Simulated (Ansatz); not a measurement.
doublet C₂H₅O: levels of theory in one basis

| atom | x (Å) | y (Å) | z (Å) |
| --- | --- | --- | --- |
| C | 1.0012 | -0.5775 | -0.0011 |
| C | -0.0078 | 0.5949 | -0.0001 |
| O | -1.2592 | 0.0010 | 0.0100 |
| H | 0.1384 | 1.2054 | 0.9017 |
| H | 0.1493 | 1.2134 | -0.8923 |
| H | 2.0215 | -0.1573 | 0.0069 |
| H | 0.8651 | -1.1815 | 0.8807 |
| H | 0.8681 | -1.1933 | -0.8956 |

Basis set: cc-pVTZ (spherical functions). Left uncorrelated: 3 orbitals. Correlation on ROHF uses semicanonical orbitals with singles. Charge 0, multiplicity 2.

Computed with Ansatz (development build ahead of 0.2.0); each method stands on the lowest determinant of its kind that the runs found.

```tsv
method	E − E(ROHF) (eV)	<S²> of the determinant
ROHF	0.00	0.75
UHF	-0.15	0.76
ROHF-MP2	-14.90	–
UHF-MP2	-14.89	0.76
```

Task: Is a single determinant a sound starting point here?

Result: By this sign, yes. Unrestricted orbitals gain 0.15 eV and <S²> is 0.76 against 0.75 for a pure state.
